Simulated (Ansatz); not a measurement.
# wB97X/aug-cc-pVDZ run of SiH2F2 (SMILES F[SiH2]F)

What is the vertical electron affinity of SiH2F2 at wB97X/aug-cc-pVDZ? 

Program for the calculation: Ansatz 0.2.0.

53 further runs of the same task are left out: 53 set aside as unsound or not needed.

## (1) The molecule

SiH2F2: 5 atoms, total charge 0, spin state singlet. As SMILES, `F[SiH2]F`. Geometry: relaxed at PBE0-D4/def2-TZVP.

Bond lengths: F1–Si2 1.586 Å, Si2–F3 1.586 Å, Si2–H4 1.474 Å, Si2–H5 1.474 Å. Angles: F1–Si2–F3 108.0°, F1–Si2–H4 108.5°, F1–Si2–H5 108.5°, F3–Si2–H4 108.5°, F3–Si2–H5 108.5°, H4–Si2–H5 114.6°.

## (2) A single-point energy at wB97X/aug-cc-pVDZ

job.yaml

```yaml
crystal:
  periodic: [false, false, false]
  atoms:
    - {symbol: F, position_ang: [-1.079010, 0.538200, 0.980720]}
    - {symbol: Si, position_ang: [-0.005220, -0.000540, -0.054090]}
    - {symbol: F, position_ang: [1.247630, -0.520590, 0.766910]}
    - {symbol: H, position_ang: [-0.590470, -1.138740, -0.786300]}
    - {symbol: H, position_ang: [0.427070, 1.121680, -0.907250]}
basis:
  gaussian:
    orbitals: aug-cc-pVDZ
hamiltonian:
  xc: {name: wB97X}
accuracy: high
output:
  orbitals: {seedname: orbitals}
```

Command:

```console
ansatz run job.yaml --threads 1 --pin off --max-ram 3480MiB --events-out events.jsonl --progress --plain --runs-dir runs
```

Output:

```text
Warning: RAYON_NUM_THREADS=1 ignored (pool sized by the plan → 1); use --threads N
Functional definition: wB97X
  name "wB97X"
  parameter omega = 0.3/bohr
  parameter cx = 0.157706
  parameter cx1 = 0.726479
  parameter cx2 = 1.04760
  parameter cx3 = -5.70635
  parameter cx4 = 13.2794
  parameter css1 = -4.33879
  parameter css2 = 18.2308
  parameter css3 = -31.7430
  parameter css4 = 17.2901
  parameter cos1 = 2.37031
  parameter cos2 = -11.3995
  parameter cos3 = 6.58405
  parameter cos4 = -3.78132
  exchange = spin_sum(e_x_unif_sr(omega)*poly(b97_u_x, 1 - cx, cx1, cx2, cx3, cx4)) + cx*exact_x_sr(omega)
      + exact_x_lr(omega)
  correlation = spin_sum(e_c_pw_same_spin*poly(b97_u_same, 1, css1, css2, css3, css4))
      + integral(e_c_pw_opposite_spin*poly(b97_u_opposite, 1, cos1, cos2, cos3, cos4))
1837 factors; integrals over basis functions are off by at most 3.7e-9 eV
391 factors; integrals over basis functions are off by at most 2.7e-9 eV
mean field evaluation 1: about -13343.4815 eV, gradient 4.1e1 eV
mean field evaluation 2: about -13343.0763 eV, gradient 4.7e1 eV
mean field evaluation 4: about -13346.0780 eV, gradient 1.2e0 eV
mean field evaluation 8: about -13346.1249 eV, gradient 4.8e-2 eV
mean field evaluation 16: about -13346.1249 eV, gradient 1.3e-6 eV
mean field -13346.12490425 eV, -490.4610439028 hartree, gradient 3.1e-8 eV, S^2 0.000000; 0 other end points of the search recorded, 0 dependent functions left out
reference -13346.12489887 eV, -490.4610437050 hartree; 17, 17 occupied and 74, 74 virtual orbitals, 1837 factors
Total energy: -13346.12489887 eV, -490.4610437050 hartree
```

It took 10 s on 1 thread of Intel Xeon 6975P-C (Granite Rapids), shared host; peak memory 0.45 GiB.

## (3) The doublet anion

in.yaml

```yaml
crystal:
  periodic: [false, false, false]
  atoms:
    - {symbol: F, position_ang: [-1.079010, 0.538200, 0.980720]}
    - {symbol: Si, position_ang: [-0.005220, -0.000540, -0.054090]}
    - {symbol: F, position_ang: [1.247630, -0.520590, 0.766910]}
    - {symbol: H, position_ang: [-0.590470, -1.138740, -0.786300]}
    - {symbol: H, position_ang: [0.427070, 1.121680, -0.907250]}
basis:
  gaussian: {orbitals: aug-cc-pVDZ}
total_charge: -1
output: {orbitals: {seedname: orbitals}}
accuracy: high
magnetization: {spin_polarized: true, initial_magnetization: 1}
hamiltonian: {xc: {name: wB97X}}
```

Command:

```console
ansatz run in.yaml --threads 1 --pin off --max-ram 3480MiB --events-out events.jsonl --progress --plain --runs-dir runs
```

Output, shortened:

```text
Warning: RAYON_NUM_THREADS=1 ignored (pool sized by the plan → 1); use --threads N
Functional definition: wB97X
  name "wB97X"
[...]
      + exact_x_lr(omega)
[...]
      + integral(e_c_pw_opposite_spin*poly(b97_u_opposite, 1, cos1, cos2, cos3, cos4))
1837 factors; integrals over basis functions are off by at most 3.7e-9 eV
391 factors; integrals over basis functions are off by at most 2.7e-9 eV
[...]
mean field -13345.00934321 eV, -490.4200477906 hartree, gradient 2.9e-8 eV, S^2 0.750598; 5 other end points of the search recorded, 0 dependent functions left out
reference -13345.00935649 eV, -490.4200482790 hartree; 18, 17 occupied and 73, 74 virtual orbitals, 1837 factors
Total energy: -13345.00935649 eV, -490.4200482790 hartree
```

Wall time 86 s (1 thread of Intel Xeon 6975P-C (Granite Rapids), shared host); peak memory 0.77 GiB.

## (4) Outcome

At wB97X/aug-cc-pVDZ:

| quantity | value |
| --- | --- |
| singlet SiH2F2: total energy | -490.46104 Eh |
| singlet SiH2F2: HOMO energy | -12.37 eV |
| singlet SiH2F2: LUMO energy | 1.41 eV |
| singlet SiH2F2: HOMO–LUMO gap | 13.78 eV |
| doublet anion: total energy | -490.42005 Eh |
| doublet anion: HOMO energy (highest over α and β) | 1.04 eV |
| doublet anion: LUMO energy (lowest over α and β) | 3.97 eV |
| doublet anion: ⟨S²⟩ | 0.751 |
| vertical electron affinity (to the doublet anion) | -1.116 eV |

**Reading.** The anion lies 1.12 eV (26 kcal/mol) above the neutral: the electron isn't bound at this level, and such a value depends on the basis. The HOMO (doublet anion) lies at positive energy, 1.04 eV; only total energies tell whether the electron is bound.
